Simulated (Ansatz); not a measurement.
**quartet OF at 6 levels**

Wanted: a comparison of 6 runs (UHF/STO-3G, UB3LYP/STO-3G, UCAM-B3LYP/STO-3G, UPBE0/STO-3G, UMP2/STO-3G, UCCSD/STO-3G) of quartet OF. 

The results are computed with Ansatz 0.2.0.

48 further runs of the same task are left out: 7 that didn't finish, 41 set aside as unsound or not needed.

### Step 1. The structure to begin with

OF: 2 atoms, total charge 0, spin state quartet. As SMILES of the parent species, `[O]F`. Geometry: relaxed at PBE0-D4/def2-TZVP. That shape belongs to the parent species and isn't relaxed for this state.

Bond lengths: O1–F2 1.330 Å.

### Step 2. A single-point energy at UHF/STO-3G (run 1)

in.yaml

```yaml
crystal:
  periodic: [false, false, false]
  atoms:
    - symbol: O
      position_ang: [0.000000, 0.000000, -0.015950]
    - symbol: F
      position_ang: [-0.000000, -0.000000, 1.314400]
basis:
  gaussian:
    orbitals: STO-3G
magnetization:
  spin_polarized: true
  initial_magnetization: 3
hamiltonian:
  xc: hf
accuracy: high
```

Started as:

```bash
$ ansatz run in.yaml --threads 1 --pin off --max-ram 3480MiB --events-out events.jsonl --progress --plain --runs-dir runs
```

The log of the run:

```text
Warning: RAYON_NUM_THREADS=1 ignored (pool sized by the plan → 1); use --threads N
Functional definition: HF
  name "HF"
  exchange = exact_x
  correlation = 0
149 factors; integrals over basis functions are off by at most 3.2e-8 eV
mean field evaluation 1: about -4668.6140 eV, gradient 5.7e0 eV
mean field evaluation 2: about -4668.9230 eV, gradient 5.6e0 eV
mean field evaluation 4: about -4669.4517 eV, gradient 2.4e0 eV
mean field evaluation 8: about -4669.6850 eV, gradient 4.8e-4 eV
mean field -4669.68501451 eV, -171.6077590570 hartree, gradient 1.6e-8 eV, S^2 3.750000; 0 other end points of the search recorded, 0 dependent functions left out
reference -4669.68501451 eV, -171.6077590570 hartree; 10, 7 occupied and 0, 3 virtual orbitals, 149 factors
Total energy: -4669.68501451 eV, -171.6077590570 hartree
```

It took 0.04 s on 1 thread of Intel Xeon 6975P-C (Granite Rapids), shared host.

### Step 3. The energy at UB3LYP/STO-3G (run 2)

molecule.yaml

```yaml
basis:
  gaussian:
    orbitals: STO-3G
crystal:
  periodic: [false, false, false]
  atoms:
    - {symbol: O, position_ang: [0.000000, 0.000000, -0.015950]}
    - {symbol: F, position_ang: [-0.000000, -0.000000, 1.314400]}
magnetization:
  spin_polarized: true
  initial_magnetization: 3
hamiltonian:
  xc: {name: B3LYP}
accuracy: high
```

Started as:

```bash
$ ansatz run molecule.yaml --threads 1 --pin off --max-ram 3480MiB --events-out events.jsonl --progress --plain --runs-dir runs
```

The log of the run:

```text
Warning: RAYON_NUM_THREADS=1 ignored (pool sized by the plan → 1); use --threads N
Functional definition: B3LYP
  name "B3LYP"
  parameter a0 = 0.2
  parameter ax = 0.72
  parameter ac = 0.81
  exchange = (1 - a0 - ax)*slater_x + ax*b88_x + a0*exact_x
  correlation = (1 - ac)*vwn_rpa_c + ac*lyp_c
149 factors; integrals over basis functions are off by at most 3.2e-8 eV
mean field evaluation 1: about -4685.7465 eV, gradient 1.4e1 eV
mean field evaluation 2: about -4683.3211 eV, gradient 1.9e1 eV
mean field evaluation 4: about -4687.1053 eV, gradient 5.9e-1 eV
mean field evaluation 8: about -4687.1605 eV, gradient 3.2e-2 eV
mean field evaluation 16: about -4687.1605 eV, gradient 5.0e-9 eV
mean field -4687.16046808 eV, -172.2499701305 hartree, gradient 5.0e-9 eV, S^2 3.750000; 0 other end points of the search recorded, 0 dependent functions left out
reference -4687.16047903 eV, -172.2499705328 hartree; 10, 7 occupied and 0, 3 virtual orbitals, 149 factors
Total energy: -4687.16047903 eV, -172.2499705328 hartree
```

Wall time 0.44 s (1 thread of Intel Xeon 6975P-C (Granite Rapids), shared host).

### Step 4. A single-point energy at UCAM-B3LYP/STO-3G (run 3)

in.yaml

```yaml
crystal:
  periodic: [false, false, false]
  atoms:
    - {symbol: O, position_ang: [0.000000, 0.000000, -0.015950]}
    - {symbol: F, position_ang: [-0.000000, -0.000000, 1.314400]}
basis:
  gaussian:
    orbitals: STO-3G
magnetization:
  spin_polarized: true
  initial_magnetization: 3
hamiltonian:
  xc: {name: CAM-B3LYP}
accuracy: high
```

Started as:

```bash
$ ansatz run in.yaml --threads 1 --pin off --max-ram 3480MiB --events-out events.jsonl --progress --plain --runs-dir runs
```

The log of the run:

```text
Warning: RAYON_NUM_THREADS=1 ignored (pool sized by the plan → 1); use --threads N
Functional definition: CAM-B3LYP
  name "CAM-B3LYP"
  parameter alpha = 0.19
  parameter beta = 0.46
  parameter omega = 0.33/bohr
[... 1 set-up line as earlier in the session ...]
  exchange = (1 - alpha - beta)*b88_x + beta*b88_x_sr(omega) + alpha*exact_x + beta*exact_x_lr(omega)
  correlation = (1 - ac)*vwn5_c + ac*lyp_c
149 factors; integrals over basis functions are off by at most 3.2e-8 eV
82 factors; integrals over basis functions are off by at most 2.7e-9 eV
mean field evaluation 1: about -4684.7992 eV, gradient 1.0e1 eV
mean field evaluation 2: about -4684.4145 eV, gradient 1.2e1 eV
mean field evaluation 4: about -4685.5758 eV, gradient 4.3e-1 eV
mean field evaluation 8: about -4685.6273 eV, gradient 7.4e-4 eV
mean field evaluation 16: about -4685.6273 eV, gradient 3.3e-9 eV
mean field -4685.62731075 eV, -172.1936276377 hartree, gradient 3.3e-9 eV, S^2 3.750000; 0 other end points of the search recorded, 0 dependent functions left out
reference -4685.62731606 eV, -172.1936278329 hartree; 10, 7 occupied and 0, 3 virtual orbitals, 149 factors
Total energy: -4685.62731606 eV, -172.1936278329 hartree
```

Run time: 0.4 s. Hardware: 1 thread of Intel Xeon 6975P-C (Granite Rapids), shared host.

Runs 4 to 5 aren't shown in full; the table further down has their settings and results.

### Step 5. The energy at UCCSD/STO-3G (run 6)

run.yaml

```yaml
crystal:
  periodic: [false, false, false]
  atoms:
    - {symbol: O, position_ang: [0.000000, 0.000000, -0.015950]}
    - {symbol: F, position_ang: [-0.000000, -0.000000, 1.314400]}
basis:
  gaussian:
    orbitals: STO-3G
magnetization:
  spin_polarized: true
  initial_magnetization: 3
correlation:
  method: ccsd
  frozen_orbitals: {F: 1, O: 1}
accuracy: high
scf:
  omitted_lower_state_checks: [cluster_reference, increment]
```

Started as:

```bash
$ ansatz run run.yaml --threads 1 --pin off --max-ram 3480MiB --events-out events.jsonl --progress --plain --runs-dir runs
```

The log of the run:

```text
Warning: RAYON_NUM_THREADS=1 ignored (pool sized by the plan → 1); use --threads N
[... 11 lines left out ...]
2 core orbitals not correlated: weight in the atoms' cores, before any rotation towards them, 1.000 or more for the frozen orbitals, at most 0.000 for the correlated occupied ones
[... 23 lines left out ...]
Total energy: -4670.99992816 eV, -171.6560812425 hartree
Checks for a lower state left out: cluster_reference, increment
```

Run time: 0.08 s. Hardware: 1 thread of Intel Xeon 6975P-C (Granite Rapids), shared host.

### Step 6. The series

```
run              level  frozen core orbitals  energy (Eh)   ⟨S²⟩  wall time
  1         UHF/STO-3G                     –  -171.607759  3.750     0.04 s
  2      UB3LYP/STO-3G                     –  -172.249971  3.750     0.44 s
  3  UCAM-B3LYP/STO-3G                     –  -172.193628  3.750      0.4 s
  4       UPBE0/STO-3G                     –  -172.120213  3.750     0.44 s
  5        UMP2/STO-3G                     2  -171.632020  3.750     0.06 s
  6       UCCSD/STO-3G                     2  -171.656081  3.750     0.08 s
```

### Step 7. Summary of results

| quantity | value |
| --- | --- |
| run 6: total energy | -171.65608 Eh |
| run 6: correlation energy (2 core orbitals frozen) | -48.3 mEh |
| run 6: ⟨S²⟩ of the reference determinant | 3.750 |
| run 6: T1 diagnostic | 0.048 |

Below the UHF energy at the same shape and in the same basis (STO-3G): UMP2 -24.3 mEh; UCCSD -48.3 mEh. Totals of different functionals can't be ranked against each other. In runs 1, 2, 3, 4, 5, 6 the basis is minimal, so the values are rough. All runs together took 1.5 s, the longest 0.44 s.
